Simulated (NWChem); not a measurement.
Molecule: hydrogen isocyanide (CHN); SMILES [C-]#[NH+]

Results from NWChem. Pople sets run with spherical d functions. Each level has its own optimisation. Computed dipoles belong to the equilibrium geometry; the measured one is vibrationally averaged.

Measured dipole moment: 3.05 D (NIST CCCBDB, as tabulated in the package chemicals).

Q: Which of these levels lies farthest from the measured value, and how do the others fare: Hartree-Fock/6-31G*; PBE-D3(BJ)/def2-SVP; Hartree-Fock/STO-3G; BP86/def2-TZVP?

A: Hartree-Fock/STO-3G.
```
level                dipole moment (D)  computed − measured
-------------------  -----------------  -------------------
Hartree-Fock/STO-3G               2.46                -0.59
Hartree-Fock/6-31G*               2.83                -0.22
BP86/def2-TZVP                    3.12                +0.07
PBE-D3(BJ)/def2-SVP               3.15                +0.10
```
